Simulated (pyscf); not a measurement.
HO–Si(F)(F)–O–SiH₃ + HF + H₂O -> HO–Si(F)(F)–F + HO–SiH₃ + H₂O (multi-bond step; singlet surface; O–Si, F–H, H–O broken, F–Si, H–O, H–O formed). PySCF, gas phase, ωB97X-D3(BJ)/def2-SVP geometries. Energies in kJ/mol from the separated reactants.

```tsv
level	barrier	reaction energy
PBE/def2-TZVP	-26.5	-26.7
r²SCAN/def2-TZVP	-37.1	-23.6
B3LYP-D3(BJ)/def2-TZVP	-15.0	-16.8
PBE0-D3(BJ)/def2-TZVP	___	-17.0
M06-2X/def2-TZVP	-27.8	-15.2
ωB97M-D3(BJ)/def2-TZVP	___	___
```

Complete the blanks.


- PBE0-D3(BJ)/def2-TZVP, barrier: -27.1
- ωB97M-D3(BJ)/def2-TZVP, barrier: -17.6
- ωB97M-D3(BJ)/def2-TZVP, reaction energy: -19.3

On the reactant side the descent ends in a bound adduct (not fully relaxed), 89.5 kJ/mol under the separated species and 72.1 kJ/mol under the saddle at ωB97X-D3(BJ)/def2-TZVP. On the product side the descent ends in an adduct with a O–Si contact, 42.5 kJ/mol under the separated species and 36.7 kJ/mol under the saddle at ωB97X-D3(BJ)/def2-TZVP. At PBE, r²SCAN, B3LYP-D3(BJ), PBE0-D3(BJ), M06-2X, ωB97M-D3(BJ) the saddle lies under the separated reactants, which points to a path from their complex (located at ωB97X-D3(BJ) alone). At r²SCAN, PBE0-D3(BJ), M06-2X the saddle lies under the separated products, which points to a path from their complex (located at ωB97X-D3(BJ) alone). What is counted as broken (O–Si) persists as a longer contact in the product adduct; parting that adduct is a step of its own. This is the saddle that the search found; another between the same sides may lie lower.
